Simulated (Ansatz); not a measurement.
A made-up structure of CH₄AlS, doublet:

Al1  (-1.431, -0.410, -0.184)
C2  (0.994, -1.033, 0.102)
S3  (0.085, 0.444, 0.739)
H4  (-1.520, -0.109, -1.758)
H5  (0.708, 1.592, 0.359)
H6  (0.128, 0.322, 2.093)
H7  (1.131, -0.693, -0.892)
(Å)

It is relaxed with PBE-D4/def2-SVP and then PBE0-D4/def2-TZVP (Ansatz 0.2.0). Atoms count as bonded within 1.22 times the sum of their covalent radii (H–H: 0.88 Å). The end point is not checked to be a true minimum.

Q: Does its bonding change? (Judge from chemistry; the calculation decides.)

A: Computed: Yes. Formed: Al1–C2; broken: Al1–S3.

Where it ends: The first stage lowers the energy by 4.37 eV in 16 steps. It ends as CH₄AlS ([AlH][CH][SH2]):
| atom | x (Å) | y (Å) | z (Å) |
| --- | --- | --- | --- |
| Al1 | -1.6138 | -0.4983 | -0.9026 |
| C2 | 0.1051 | -0.1418 | -0.2077 |
| S3 | 0.1813 | 0.6817 | 1.2351 |
| H4 | -1.7187 | -1.2927 | -2.2944 |
| H5 | 1.0648 | 1.7299 | 1.1644 |
| H6 | 1.0230 | 0.0571 | 2.1216 |
| H7 | 1.0545 | -0.4220 | -0.6572 |

Labels in which every atom is bracketed show which atoms are joined, not bond orders.

For scale, one of the runs: PBE0-D4/def2-TZVP relaxation, 129 basis functions, launched by `ansatz run in.yaml --threads 2 --pin off --events-out ev --progress --plain --max-ram 4352MiB`. Hardware: 2 CPU threads of an Arm Neoverse V2, shared host. Wall time about 20 s.
